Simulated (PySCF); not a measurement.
# B2FH5 (diborane mono F): the cost of one run

Programs: PySCF 2.14.0, with routines of our own; each step states its level. All values are computed. Atoms count from 0.

## 1. The starting structure

8 atoms, charge 0, multiplicity 1; geometry from: GFN2-xTB.

## 2. Magnetic properties: GIAO PBE/def2-SVP

What the job is given:

```
{"job": {"kind": "mag", "xc": "PBE", "basis": "def2-SVP"}, "charge": 0, "multiplicity": 1}
B     -0.132740     0.873720    -0.200550
F     -0.261260     1.211590    -1.488750
H     -0.202250     1.754750     0.574700
H      0.963800     0.091750    -0.022450
B      0.136330    -0.877150     0.242810
H      0.194480    -1.712330    -0.575730
H      0.248600    -1.176790     1.369710
H     -0.946950    -0.165540     0.100260
```

Level: GIAO PBE/def2-SVP magnetisability, rotational g tensor and spin-rotation constants, non-relativistic, gas phase.

Run with:

```sh
> OMP_NUM_THREADS=1 python excited_run.py task.json out
```

The driver reads the jobs from task.json and runs them one after another.

**Question.** How long does this first job take on 1 thread of Arm Neoverse V1, shared host, and how much memory does it need?

About 5 s, with a peak of 0.28 GiB.
